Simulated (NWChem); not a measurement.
Species: tetrafluoromethane (CF4); SMILES FC(F)(F)F

Program: NWChem. Pople sets run with spherical d functions. B3LYP is NWChem's, with the RPA form of VWN correlation. Each level has its own optimisation; frequencies are unscaled.

| level | r C–F (Å) | highest harmonic frequency (cm⁻¹) | lowest (cm⁻¹) | zero-point energy (kcal/mol) |
|---|---|---|---|---|
| Hartree-Fock/STO-3G | 1.366 | 1530 | 405 | 11.6 |
| Hartree-Fock/3-21G | 1.325 | 1513 | 454 | 12.0 |
| Hartree-Fock/6-31G* | 1.302 | 1473 | 472 | 12.0 |
| B3LYP/6-31G* | 1.329 | 1307 | 425 | 10.8 |
| LDA (Slater exchange, VWN5)/def2-SVP | 1.316 | 1314 | 431 | 10.9 |
| PBE/def2-SVP | 1.334 | 1255 | 420 | 10.5 |
| BLYP/def2-SVP | 1.340 | 1227 | 415 | 10.3 |
| PBE0/def2-SVP | 1.316 | 1341 | 443 | 11.1 |
